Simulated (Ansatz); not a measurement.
Basis-set extrapolation for FH3OSi, SMILES `O[SiH2]F` (PBE0-D4/def2-TZVP geometry, frozen core, Ansatz 0.2.0). Multiplicity 1, RHF reference.

|  | def2-TZVPP | def2-QZVPP |
| --- | --- | --- |
| HF | -465.194715 | -465.213140 |
| MP2 correlation | -0.616170 | -0.670665 |
| CCSD(T) correlation | -0.651958 | not run |

Energies in hartree. Use E(X) = E(∞) + A·exp(−7.88·√X) for Hartree–Fock and E(X) = E(∞) + B·X^(−2.97) for correlation, with X = 3 and 4, and add CCSD(T) minus MP2 of the smaller set to the MP2 limit.

Question: What is the CCSD(T) energy at the basis-set limit?

Answer: HF limit: -465.213140 + (-0.018425) × 0.13774 = -465.21568. MP2 limit: -0.670665 + (-0.054495) × 0.74074 = -0.71103. Higher-order term: -0.651958 − (-0.616170) = -0.03579. Total: -465.96250 hartree, 304.1 kJ/mol below CCSD(T)/def2-TZVPP.
